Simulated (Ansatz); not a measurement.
Ba2WO5 (Pnma, No. 62; cell taken from a computed entry) was calculated with r²SCAN+SOC (plane waves, PAW; Ansatz, a program for electronic structure).

Settings: plane-wave cutoff 560 eV, 4×6×4 k mesh (along the axes of the cell as run), Fermi–Dirac smearing 0.01 eV, PAW data made under PBE.

Cell (relaxed with PBEsol):

```xyz
32
Lattice="7.3615 0.0000 0.0000 0.0000 5.6913 0.0000 0.0000 0.0000 11.4367" Properties=species:S:1:pos:R:3 pbc="T T T"
Ba     4.9894     4.2684     0.9627
Ba     2.3721     1.4228    10.4741
Ba     6.0528     1.4228     6.6810
Ba     1.3086     4.2684     4.7557
Ba     3.8504     1.4228     3.2710
Ba     3.5110     4.2684     8.1657
Ba     7.1918     4.2684     8.9894
Ba     0.1697     1.4228     2.4473
W      6.0429     1.4228    10.6864
W      1.3185     4.2684     0.7504
W      4.9993     4.2684     4.9680
W      2.3622     1.4228     6.4688
O      1.2803     0.0449     7.0240
O      6.0811     5.6463     4.4128
O      2.4004     5.6463     1.3056
O      4.9611     0.0449    10.1311
O      4.9611     2.8007    10.1311
O      2.4004     2.8906     1.3056
O      6.0811     2.8906     4.4128
O      1.2803     2.8007     7.0240
O      5.7050     4.2684     6.7766
O      1.6565     1.4228     4.6602
O      5.3372     1.4228     1.0582
O      2.0242     4.2684    10.3785
O      0.0000     2.8456     0.0000
O      3.6807     2.8456     5.7184
O      3.6807     0.0000     5.7184
O      0.0000     0.0000     0.0000
O      7.1666     1.4228     9.1942
O      0.1949     4.2684     2.2426
O      3.8757     4.2684     3.4758
O      3.4858     1.4228     7.9610
```

### Question
What does this level give for the band gap and Γ–Γ gap?

### Answer

* **band gap**: 3.21 eV (on the SCF k mesh)
* **Γ–Γ gap**: 3.39 eV

Note: cell and atoms aren't relaxed at this level (largest force component 0.26 eV/Å, pressure 2.0 GPa).

Computed values are for the static lattice.
